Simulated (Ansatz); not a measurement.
Ideal-gas functions of BH2OS (`O[B]S`) radical at 500 K and 1 bar, from an Ansatz frequency run at PBE0-D4/def2-TZVP.

Molar mass 60.89 g/mol, point group Cs (symmetry number 1), electronic degeneracy 2, moments of inertia 6.444, 95.542, 101.985 u Å². Harmonic wavenumbers (cm⁻¹, unscaled): 324, 353, 513, 661, 808, 1011, 1401, 2578, 3753.

Use S(trans) = R[1.5 ln M + 2.5 ln T − 1.1517]; rotational temperatures θ = 24.2544 K / I; S(rot) = R[ln(√π/σ · √(T³/θAθBθC)) + 1.5]; for each mode x = 1.438777 ν̃/T, S = R[x/(eˣ − 1) − ln(1 − e⁻ˣ)] and H = RT x/(eˣ − 1); 1 cm⁻¹ = 0.0119627 kJ/mol; R = 8.31446 J/(mol·K).

Q: By hand: the entropy, in J/(mol·K).

A: Translation 170.8. Rotation: θ = 3.7639, 0.2539, 0.2378 K, giving 100.9. Vibration, mode by mode: 9.19, 8.53, 5.79, 4.12, 2.95, 1.86, 0.75, 0.04, 0.00, in all 33.2. Electronic 5.8. Sum 310.7 J/(mol·K).

Q: By hand: H − E and G − E in kJ/mol, counted from the electronic energy.

A: Zero-point energy ½ × 11402 × 0.0119627 = 68.2; thermal vibration 10.2; translation, rotation and pV give 4 RT = 16.6. H − E = 95.0 kJ/mol, and G − E = 95.0 − 500 × 310.7/1000 = -60.4 kJ/mol.

Vibration gives 11 % of the entropy. The sum counts one conformer and one mirror image; others add a mixing term.
